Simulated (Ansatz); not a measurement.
# AlSiH₂ (doublet): wave-function methods side by side, def2-QZVPP

The task here is to estimate one member of a computed series from the others.

Program: Ansatz 0.2.0, Gaussian basis. Level of theory: def2-QZVPP, core rule «outside noble gas», up to 10 orbitals frozen. These are calculated values, not measurements.

To be run: UHF; ROHF; CCSD(T) on UHF.

**The system**

The geometry is a PBE0/def2-TZVP stationary point (not a proven minimum) of the parent state, kept for this charge and spin.

4 atoms, charge 0, spin multiplicity 2.

Atoms are counted from 1 here; the program's logs count them from 0.

Bond lengths: Si1–Al2 2.409 Å, Al2–H3 1.583 Å, Al2–H4 1.583 Å. Angles: Si1–Al2–H3 117.4°, Si1–Al2–H4 117.4°, H3–Al2–H4 125.2°.

Set-up of the first run:

The input, in.yaml:

```yaml
crystal:
  periodic: [false, false, false]
  atoms:
    - {symbol: Si, position_ang: [0.000000, 0.000000, 1.249328]}
    - {symbol: Al, position_ang: [0.000000, 0.000000, -1.159384]}
    - {symbol: H, position_ang: [0.000000, 1.405470, -1.888034]}
    - {symbol: H, position_ang: [0.000000, -1.405470, -1.888034]}
basis:
  gaussian: {orbitals: "def2-QZVPP.json"}
magnetization: {spin_polarized: true, initial_magnetization: 1}
hamiltonian: {xc: hf}
output: {orbitals: {seedname: orbitals}}
```

Launch:

```console
ansatz run in.yaml --threads 1 --pin off --events-out ev --progress --plain --max-ram 2393MiB
```

Steps of the session up to this table: UHF; ROHF; CCSD(T) on UHF.

One of the session's tables, all rows but one given; the rest of the session is left out.

| method | from UCCSD(T) (kcal/mol) |
| --- | --- |
| ROHF | +132.60 |
| UHF | +126.05 |
| UMP2 | +30.56 |
| UCCSD | ? |
| UCCSD(T) | 0 |

Q: Estimate the row for UCCSD from the others.

The run gave: from UCCSD(T) (kcal/mol): +4.87. In the column «from UCCSD(T) (kcal/mol)» it lies between UCCSD(T) (0) and UMP2 (+30.56).

Limits of these values: The determinant is far from a pure spin state, so its energy mixes those of several spin states (harmless only where they are near-degenerate, as at dissociation).
